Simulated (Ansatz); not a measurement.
Basis-set extrapolation for C$_{4}$H$_{7}$N, SMILES `CC(C)C#N` (PBE0-D4/def2-TZVP geometry, frozen core, Ansatz). Multiplicity 1, RHF reference.

|  | def2-TZVPP | def2-QZVPP |
| --- | --- | --- |
| HF | -210.076875 | -210.086091 |
| MP2 correlation | -0.861306 | -0.915947 |
| CCSD(T) correlation | -0.935613 | not run |

Energies in hartree. Use E(X) = E(∞) + A·exp(−7.88·√X) for Hartree–Fock and E(X) = E(∞) + B·X^(−2.97) for correlation, with X = 3 and 4, and add CCSD(T) minus MP2 of the smaller set to the MP2 limit.

What is the CCSD(T) energy at the basis-set limit?

HF limit: -210.086091 + (-0.009216) × 0.13774 = -210.08736. MP2 limit: -0.915947 + (-0.054641) × 0.74074 = -0.95642. Higher-order term: -0.935613 − (-0.861306) = -0.07431. Total: -211.11809 hartree, 2.87 eV below CCSD(T)/def2-TZVPP.
